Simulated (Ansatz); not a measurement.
## Molecular dynamics of CH6OSi

Input:

```yaml
crystal:
  periodic: [false, false, false]
  atoms:
    - { symbol: Si, position_ang: [0.045804, -0.053809, 0.042297] }
    - { symbol: H, position_ang: [0.287692, 0.153189, 1.511549] }
    - { symbol: H, position_ang: [1.301758, 0.221805, -0.712942] }
    - { symbol: H, position_ang: [-1.026353, 0.908837, -0.387364] }
    - { symbol: O, position_ang: [-0.36102, -1.642444, -0.309148] }
    - { symbol: C, position_ang: [-1.536681, -2.2526, 0.248595] }
    - { symbol: H, position_ang: [-1.498204, -2.280536, 1.35476] }
    - { symbol: H, position_ang: [-2.458915, -1.723066, -0.059928] }
    - { symbol: H, position_ang: [-1.585581, -3.287576, -0.125721] }
basis:
  gaussian: { orbitals: "6-31G*" }
hamiltonian:
  xc: blyp
md:
  timestep: 0.5
  n_steps: 166
  ensemble: nve
  temperature: 400.0
  initial_velocities: maxwell_boltzmann
  seed: 733105
```

Command:

```bash
$ ansatz run input.yaml --threads 1 --pin off --max-ram 2048MiB --backend cpu --events-out ev --progress --plain --runs-dir out
```

It starts from a relaxed structure.

Output, in part (one step line in 6, the closing report, with atoms numbered from 0):

```
md step     0: t =     0.00 fs  T =   400.0 K  F+E_penalty+E_count = -11057.85779924 eV  E_kin = 0.361928 eV  conserved = -11057.49587124 eV  (26 SCF iters)
md step     6: t =     3.00 fs  T =   268.0 K  F+E_penalty+E_count = -11057.73721255 eV  E_kin = 0.242505 eV  conserved = -11057.49470729 eV  (29 SCF iters)
md step    12: t =     6.00 fs  T =   222.1 K  F+E_penalty+E_count = -11057.69638099 eV  E_kin = 0.200993 eV  conserved = -11057.49538764 eV  (29 SCF iters)
md step    18: t =     9.00 fs  T =   132.0 K  F+E_penalty+E_count = -11057.61422246 eV  E_kin = 0.119400 eV  conserved = -11057.49482229 eV  (26 SCF iters)
md step    24: t =    12.00 fs  T =   150.7 K  F+E_penalty+E_count = -11057.63148590 eV  E_kin = 0.136394 eV  conserved = -11057.49509234 eV  (29 SCF iters)
md step    30: t =    15.00 fs  T =   242.5 K  F+E_penalty+E_count = -11057.71468867 eV  E_kin = 0.219394 eV  conserved = -11057.49529444 eV  (28 SCF iters)
md step    36: t =    18.00 fs  T =   252.8 K  F+E_penalty+E_count = -11057.72384134 eV  E_kin = 0.228732 eV  conserved = -11057.49510890 eV  (28 SCF iters)
md step    42: t =    21.00 fs  T =   239.3 K  F+E_penalty+E_count = -11057.71176778 eV  E_kin = 0.216551 eV  conserved = -11057.49521642 eV  (28 SCF iters)
md step    48: t =    24.00 fs  T =   180.5 K  F+E_penalty+E_count = -11057.65848743 eV  E_kin = 0.163322 eV  conserved = -11057.49516511 eV  (28 SCF iters)
md step    54: t =    27.00 fs  T =   126.9 K  F+E_penalty+E_count = -11057.60978017 eV  E_kin = 0.114788 eV  conserved = -11057.49499167 eV  (28 SCF iters)
md step    60: t =    30.00 fs  T =   170.4 K  F+E_penalty+E_count = -11057.64940918 eV  E_kin = 0.154154 eV  conserved = -11057.49525539 eV  (28 SCF iters)
md step    66: t =    33.00 fs  T =   152.1 K  F+E_penalty+E_count = -11057.63275665 eV  E_kin = 0.137582 eV  conserved = -11057.49517438 eV  (28 SCF iters)
md step    72: t =    36.00 fs  T =   124.0 K  F+E_penalty+E_count = -11057.60714263 eV  E_kin = 0.112192 eV  conserved = -11057.49495052 eV  (27 SCF iters)
md step    78: t =    39.00 fs  T =   156.0 K  F+E_penalty+E_count = -11057.63658015 eV  E_kin = 0.141141 eV  conserved = -11057.49543917 eV  (28 SCF iters)
md step    84: t =    42.00 fs  T =   128.6 K  F+E_penalty+E_count = -11057.61107560 eV  E_kin = 0.116366 eV  conserved = -11057.49470950 eV  (28 SCF iters)
md step    90: t =    45.00 fs  T =   242.4 K  F+E_penalty+E_count = -11057.71490895 eV  E_kin = 0.219335 eV  conserved = -11057.49557391 eV  (28 SCF iters)
md step    96: t =    48.00 fs  T =   213.2 K  F+E_penalty+E_count = -11057.68781585 eV  E_kin = 0.192917 eV  conserved = -11057.49489887 eV  (28 SCF iters)
md step   102: t =    51.00 fs  T =   217.3 K  F+E_penalty+E_count = -11057.69194706 eV  E_kin = 0.196628 eV  conserved = -11057.49531889 eV  (28 SCF iters)
md step   108: t =    54.00 fs  T =   181.3 K  F+E_penalty+E_count = -11057.65906965 eV  E_kin = 0.164032 eV  conserved = -11057.49503727 eV  (28 SCF iters)
md step   114: t =    57.00 fs  T =   158.1 K  F+E_penalty+E_count = -11057.63816343 eV  E_kin = 0.143027 eV  conserved = -11057.49513679 eV  (29 SCF iters)
md step   120: t =    60.00 fs  T =   191.6 K  F+E_penalty+E_count = -11057.66827479 eV  E_kin = 0.173321 eV  conserved = -11057.49495388 eV  (29 SCF iters)
md step   126: t =    63.00 fs  T =   267.0 K  F+E_penalty+E_count = -11057.73696014 eV  E_kin = 0.241611 eV  conserved = -11057.49534870 eV  (29 SCF iters)
md step   132: t =    66.00 fs  T =   279.8 K  F+E_penalty+E_count = -11057.74809522 eV  E_kin = 0.253130 eV  conserved = -11057.49496542 eV  (28 SCF iters)
md step   138: t =    69.00 fs  T =   317.1 K  F+E_penalty+E_count = -11057.78251073 eV  E_kin = 0.286958 eV  conserved = -11057.49555280 eV  (28 SCF iters)
md step   144: t =    72.00 fs  T =   217.5 K  F+E_penalty+E_count = -11057.69169091 eV  E_kin = 0.196777 eV  conserved = -11057.49491423 eV  (28 SCF iters)
md step   150: t =    75.00 fs  T =   204.3 K  F+E_penalty+E_count = -11057.67991834 eV  E_kin = 0.184832 eV  conserved = -11057.49508591 eV  (28 SCF iters)
md step   156: t =    78.00 fs  T =   220.8 K  F+E_penalty+E_count = -11057.69502381 eV  E_kin = 0.199825 eV  conserved = -11057.49519857 eV  (28 SCF iters)
md step   162: t =    81.00 fs  T =   214.9 K  F+E_penalty+E_count = -11057.68946417 eV  E_kin = 0.194432 eV  conserved = -11057.49503244 eV  (28 SCF iters)
md step   166: t =    83.00 fs  T =   225.7 K  F+E_penalty+E_count = -11057.69935781 eV  E_kin = 0.204203 eV  conserved = -11057.49515486 eV  (26 SCF iters)
Total energy: -11057.69965006 eV, -406.3629669617 hartree
Atom 0 at     0.085725    -0.037361     0.028240 Å, force    -0.406002    -0.337361     0.099957 eV/Å
Atom 1 at     0.413536     0.218178     1.438217 Å, force     0.108979     0.007335     0.649700 eV/Å
Atom 2 at     1.358866     0.270923    -0.699946 Å, force    -0.257688    -0.212025    -0.262264 eV/Å
Atom 3 at    -1.042269     0.872870    -0.288828 Å, force    -0.065855     0.411533    -0.270342 eV/Å
Atom 4 at    -0.436432    -1.599478    -0.254535 Å, force     1.315378     0.214818    -0.279201 eV/Å
Atom 5 at    -1.545745    -2.325435     0.221796 Å, force     0.168557    -0.191648    -0.291104 eV/Å
Atom 6 at    -1.622616    -2.383317     1.304269 Å, force     0.033178     0.253908     0.706988 eV/Å
Atom 7 at    -2.448244    -1.905236    -0.197377 Å, force    -0.908915     0.232126    -0.129158 eV/Å
Atom 8 at    -1.446195    -3.353132    -0.131810 Å, force     0.012368    -0.378686    -0.224577 eV/Å
Dipole moment:    -0.176837    -0.046701     0.090664 e Å
```

All steps were run. The conserved energy stayed within 0.14 meV per atom of its start (net change 0.08 meV per atom), so the integration is sound. Over the second half the temperature averaged 0.55 of the 400 K drawn at the start: a run that starts near a minimum puts about half its kinetic energy into the potential. A run of 0.083 ps of so small a system gives no equilibrium averages.

The same pairs are bonded in the first frame and the last. Pairs count as bonded within 1.25 times the sum of covalent radii (0.12 Å more for H–H).

Last frame:

```xyz
9
Properties=species:S:1:pos:R:3
Si 0.086 -0.037 0.028
H 0.413 0.218 1.438
H 1.359 0.271 -0.700
H -1.042 0.873 -0.289
O -0.436 -1.599 -0.255
C -1.546 -2.325 0.222
H -1.623 -2.383 1.304
H -2.448 -1.905 -0.197
H -1.446 -3.353 -0.132
```

Time of the run: 3.8 min on 1 thread of Arm Neoverse V2 (shared host), peak memory 0.11 GiB.
